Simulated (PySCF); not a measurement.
**PBE against other levels and measurement: zinc-blende AlP**

Programs: PySCF.

### Question
For which of these properties of zinc-blende AlP does PBE miss the measurement, in which direction and by how much: lattice constant a, cohesive energy, band gap?

### Answer
PBE is well off the measurement for the lattice constant a (+1.19 %, at least halved by PBE0); band gap (-0.95 eV, at least halved by G0W0@PBE).  In between: cohesive energy (-0.25 eV/atom).

| property | PBE | PBE0 | G0W0@PBE | reference | PBE less reference |
|---|---|---|---|---|---|
| lattice constant a (Å) | 5.516 | 5.476 | – | 5.451 | +1.19 % |
| bulk modulus (GPa) | 82.8 | 89.5 | – | – | – |
| cohesive energy (eV/atom) | 4.07 | 4.09 | – | 4.32 (4.20–4.32) | -0.25 eV/atom |
| band gap (eV), at the measured cell | 1.59 | 3.05 | 2.53 | 2.54 | -0.95 eV |

Where no measured value is used, PBE differs from PBE0 by -7.5 % in the bulk modulus.

The measured gap has a computed or estimated zero-point shift taken out.

Called good within 0.30 % for the lattice constant a, 0.10 eV/atom for the cohesive energy (and 5 % of it), 0.10 eV for the band gap (and a fifth of it).

Called well off beyond 0.62 % for the lattice constant a, 0.29 eV/atom for the cohesive energy, 0.25 eV for the band gap (bounds picked here from the quality of each reference).

Brackets give the range of the sources taken for a reference, where it is wide.

Differences are worked out from the printed values.

The references are measured values: lattice constant a corrected to a static lattice, cohesive energy corrected to a static lattice, band gap corrected to a static lattice.

Unless a row names a cell, each level is at its own relaxed cell.

Density-functional gaps are differences of (generalised) Kohn–Sham levels.

References as tabulated in, or derived from, Mejia-Rodriguez and Trickey (2018), arXiv:1807.09216; Chen et al. (2018), doi:10.1103/physrevmaterials.2.073803.
